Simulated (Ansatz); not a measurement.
```yaml
crystal:
  periodic: [false, false, false]
  atoms:
    - {symbol: B, position_ang: [-0.000000, -0.000000, -0.069701]}
    - {symbol: Xx, position_ang: [0.000000, 0.000000, 1.648231]}
basis:
  gaussian: {orbitals: aug-cc-pVTZ}
hamiltonian: {xc: {name: B97}}
scf: {lower_state_search: full}
output: {forces: true}
```

```sh
$ ansatz run in.yaml --threads 2 --pin off --events-out ev --progress --plain --max-ram 22528MiB --backend cpu
```

(1) How does Ansatz answer? (Estimate.)

## Answers

(1) The calculation gave: The program refused the input.
```
Error: YAML parse error: error: line 5 column 16: `Xx` is not an element symbol (H … Og, case-exact)
 --> <input>:5:16
3 |   atoms:
4 |     - {symbol: B, position_ang: [-0.000000, -0.000000, -0.069701]}
5 |     - {symbol: Xx, position_ang: [0.000000, 0.000000, 1.648231]}
6 | basis:
7 |   gaussian: {orbitals: aug-cc-pVTZ}
```
